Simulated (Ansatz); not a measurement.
The same path of C2H4S2 (8 atoms, charge 0, multiplicity 1) was run twice with different band settings. The coordinate that changes most is the dihedral H5–C1–C2–S3.

The calculation used Ansatz 0.2.0, RKS PBE-D4/def2-SVPD.

Relaxed end points:

```xyz
8
Properties=species:S:1:pos:R:3
C -0.317 0.829 -0.181
C -0.066 -0.624 0.133
S 1.246 -1.050 1.325
S 1.270 -1.494 -0.752
H 0.638 1.374 -0.287
H -0.892 0.921 -1.123
H -0.913 1.296 0.628
H -0.965 -1.253 0.257
```

```xyz
8
Properties=species:S:1:pos:R:3
C -0.316 0.830 -0.178
C -0.014 -0.569 0.295
S 1.716 -1.020 0.651
S 0.530 -1.809 -0.925
H -0.319 1.530 0.681
H 0.440 1.162 -0.912
H -1.319 0.866 -0.648
H -0.718 -0.991 1.035
```

Common settings: movable images 7; climbing image yes; spring 5.0 eV/Å²; optimiser quadratic models (default); start path through a guess of the saddle point; iteration limit 60; end points relaxed.

| run | force threshold |
| --- | --- |
| 1 | 0.05 eV/Å |
| 2 | 0.5 eV/Å |

Problem. What does each run give, and how far can it be trusted?

Solution. Run 1: converged after 4 iterations, highest image 0.134 eV above the first end. A vibrational analysis at the climbing image gives one clearly imaginary mode, 220i cm⁻¹: a first-order saddle point.
Run 2: converged after 3 iterations, highest image 0.134 eV above the first end. The threshold of 0.5 eV/Å is loose, so the images may lie well off the minimum-energy path. Another band between the same ends (7 images) ends at a top of the same energy, where a vibrational analysis finds 1 clearly imaginary mode.
